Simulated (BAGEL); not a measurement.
# [SiPH6]+ (SMILES [SiH3][PH3+]) at HF/6-31G(d) (density fitting with qzvpp-jkfit, spherical functions)

Aim: the vertical ionisation energy of [SiPH6]+ at HF/6-31G* (density fitting with qzvpp-jkfit, spherical functions), from 2 runs. 

The results are computed with BAGEL 1.2.2.

**1. The system as given**

[SiPH6]+ has 8 atoms, charge +1, and is taken as a singlet. As SMILES, `[SiH3][PH3+]`. Geometry: relaxed at GFN2-xTB.

Bond lengths: Si1–P2 2.357 Å, Si1–H3 1.460 Å, Si1–H4 1.460 Å, Si1–H5 1.460 Å, P2–H6 1.378 Å, P2–H7 1.378 Å, P2–H8 1.378 Å. Some angles: Si1–P2–H6 118.1°, Si1–P2–H7 117.8°, Si1–P2–H8 118.3°, P2–Si1–H3 100.3°, P2–Si1–H4 100.4°, P2–Si1–H5 100.2°, H6–P2–H7 99.7°, H6–P2–H8 99.7°, H7–P2–H8 99.7°, H3–Si1–H4 116.9°.

**2. A single-point energy at HF/6-31G(d) (density fitting with qzvpp-jkfit, spherical functions)**

input.json reads:

```json
{ "bagel": [

{
  "title": "molecule",
  "basis": "6-31gs.json",
  "df_basis": "qzvpp-jkfit",
  "angstrom": true,
  "geometry": [
    { "atom": "Si", "xyz": [      -0.470960,       0.566370,      -1.099950 ] },
    { "atom": "P", "xyz": [       0.365010,      -0.443380,       0.859200 ] },
    { "atom": "H", "xyz": [      -0.094330,      -0.437370,      -2.091670 ] },
    { "atom": "H", "xyz": [      -1.888550,       0.663780,      -0.763060 ] },
    { "atom": "H", "xyz": [       0.295360,       1.809660,      -1.096990 ] },
    { "atom": "H", "xyz": [       0.210770,       0.229090,       2.051630 ] },
    { "atom": "H", "xyz": [       1.715080,      -0.712290,       0.918170 ] },
    { "atom": "H", "xyz": [      -0.132380,      -1.675860,       1.222670 ] }
  ]
},

{
  "title": "hf",
  "charge": 1
},

{
  "title": "print",
  "file": "orbitals.molden",
  "orbitals": true
}

]}
```

The basis set 6-31G* is read from a file made from the Basis Set Exchange's data (not shown).

Launch:

```sh
$ BAGEL_NUM_THREADS=1 BAGEL input.json > input.out
```

Standard output:

```text
* using 1 threads per process

  ===============================================================
  ===============================================================

  *** Geometry ***

  { "atom" : "Si", "xyz" : [     -0.889985,      1.070284,     -2.078604 ] },
  { "atom" : "P", "xyz" : [      0.689769,     -0.837867,      1.623653 ] },
  { "atom" : "H", "xyz" : [     -0.178258,     -0.826510,     -3.952683 ] },
  { "atom" : "H", "xyz" : [     -3.568842,      1.254362,     -1.441974 ] },
  { "atom" : "H", "xyz" : [      0.558150,      3.419762,     -2.073011 ] },
  { "atom" : "H", "xyz" : [      0.398298,      0.432917,      3.877019 ] },
  { "atom" : "H", "xyz" : [      3.241031,     -1.346033,      1.735090 ] },
  { "atom" : "H", "xyz" : [     -0.250162,     -3.166916,      2.310511 ] },

  Number of auxiliary basis functions:      364

  Since a DF basis is specified, we compute 2- and 3-index integrals:
    o Being stored without compression. Storage requirement is 0.007 GB

  Number of basis functions:       48
  Number of electrons      :       35

    * METHOD: MOLECULE                             0.11

  *** RHF ***

  === Nuclear Repulsion ===
    97.1407844483

      * DIIS with orbital gradients will be used.

  === RHF iteration (6-31gs.json) ===
      0       -632.79754800          0.01302912           0.02
      1       -632.85753213          0.00374046           0.02
      2       -632.86182684          0.00087514           0.02
      3       -632.86207283          0.00014880           0.02
      4       -632.86208305          0.00002342           0.02
      5       -632.86208336          0.00000445           0.02
      6       -632.86208337          0.00000112           0.02
      7       -632.86208337          0.00000021           0.02
      8       -632.86208337          0.00000003           0.02
      9       -632.86208337          0.00000000           0.02
    * SCF iteration converged.

    * Permanent dipole moment:
           (   -0.150909,     0.185408,    -0.358535) a.u.

    * METHOD: HF                                   0.27

    * METHOD: PRINT                                0.01

  ===============================================================
```

Run time: 0.5 s. Hardware: 1 thread of Arm Neoverse V1, shared host; peak memory 0.084 GiB.

**3. Doublet [SiPH6]2+, same level**

job.json reads:

```json
{ "bagel" : [

{
  "title" : "molecule",
  "basis" : "6-31gs.json",
  "df_basis" : "qzvpp-jkfit",
  "angstrom" : true,
  "geometry" : [
    { "atom" : "Si", "xyz" : [      -0.470960,       0.566370,      -1.099950 ] },
    { "atom" : "P", "xyz" : [       0.365010,      -0.443380,       0.859200 ] },
    { "atom" : "H", "xyz" : [      -0.094330,      -0.437370,      -2.091670 ] },
    { "atom" : "H", "xyz" : [      -1.888550,       0.663780,      -0.763060 ] },
    { "atom" : "H", "xyz" : [       0.295360,       1.809660,      -1.096990 ] },
    { "atom" : "H", "xyz" : [       0.210770,       0.229090,       2.051630 ] },
    { "atom" : "H", "xyz" : [       1.715080,      -0.712290,       0.918170 ] },
    { "atom" : "H", "xyz" : [      -0.132380,      -1.675860,       1.222670 ] }
  ]
},

{ "title" : "uhf", "charge" : 2, "nopen" : 1 },

{ "title" : "print", "file" : "orbitals.molden", "orbitals" : true }

]}
```

The basis set 6-31G* is read from a file made from the Basis Set Exchange's data (not shown).

Launch:

```sh
$ BAGEL_NUM_THREADS=1 BAGEL job.json > job.out
```

Standard output:

```text
* using 1 threads per process

  ===============================================================
  ===============================================================

  *** Geometry ***

  { "atom" : "Si", "xyz" : [     -0.889985,      1.070284,     -2.078604 ] },
  { "atom" : "P", "xyz" : [      0.689769,     -0.837867,      1.623653 ] },
  { "atom" : "H", "xyz" : [     -0.178258,     -0.826510,     -3.952683 ] },
  { "atom" : "H", "xyz" : [     -3.568842,      1.254362,     -1.441974 ] },
  { "atom" : "H", "xyz" : [      0.558150,      3.419762,     -2.073011 ] },
  { "atom" : "H", "xyz" : [      0.398298,      0.432917,      3.877019 ] },
  { "atom" : "H", "xyz" : [      3.241031,     -1.346033,      1.735090 ] },
  { "atom" : "H", "xyz" : [     -0.250162,     -3.166916,      2.310511 ] },

  Number of auxiliary basis functions:      364

  Since a DF basis is specified, we compute 2- and 3-index integrals:
    o Being stored without compression. Storage requirement is 0.007 GB

  Number of basis functions:       48
  Number of electrons      :       35

    * METHOD: MOLECULE                             0.11

  *** Open-shell HF ***

  === Nuclear Repulsion ===
    97.1407844483

      * DIIS with orbital gradients will be used.

  === UHF iteration (6-31gs.json) ===
      0       -632.08235486          0.03383759           0.04
      1       -632.20853384          0.01071166           0.03
      2       -632.21647941          0.00269536           0.03
      3       -632.21731689          0.00103404           0.04
      4       -632.21747585          0.00020663           0.04
      5       -632.21748813          0.00004405           0.04
      6       -632.21748923          0.00000808           0.03
      7       -632.21748933          0.00000313           0.04
      8       -632.21748936          0.00000182           0.04
      9       -632.21748937          0.00000120           0.03
     10       -632.21748937          0.00000070           0.03
     11       -632.21748937          0.00000050           0.03
     12       -632.21748937          0.00000038           0.03
     13       -632.21748937          0.00000021           0.03
     14       -632.21748937          0.00000006           0.03
     15       -632.21748937          0.00000002           0.03
     16       -632.21748937          0.00000001           0.03
     17       -632.21748937          0.00000001           0.03
    * SCF iteration converged.

    * S^2 (UHF) is 0.7581

    * Permanent dipole moment:
           (   -0.254270,     0.307979,    -0.596686) a.u.

    * METHOD: UHF                                  0.71

    * METHOD: PRINT                                0.01

  ===============================================================
```

Wall time 0.95 s (1 thread of Arm Neoverse V1, shared host); peak memory 0.084 GiB.

**4. What came out**

Level: HF/6-31G* (density fitting with qzvpp-jkfit, spherical functions).

| quantity | value |
| --- | --- |
| singlet [SiPH6]+: total energy | -632.86208 Eh |
| singlet [SiPH6]+: HOMO energy | -18.66 eV |
| singlet [SiPH6]+: LUMO energy | -2.32 eV |
| singlet [SiPH6]+: HOMO–LUMO gap | 16.34 eV |
| doublet [SiPH6]2+: total energy | -632.21749 Eh |
| doublet [SiPH6]2+: ⟨S²⟩ | 0.758 |
| vertical ionisation energy (to the doublet dication) | 17.540 eV |

In words: Removing an electron at fixed nuclei costs 17.54 eV (404 kcal/mol). The negative HOMO energy of the first species, 18.66 eV, lies 1.12 eV above that difference.
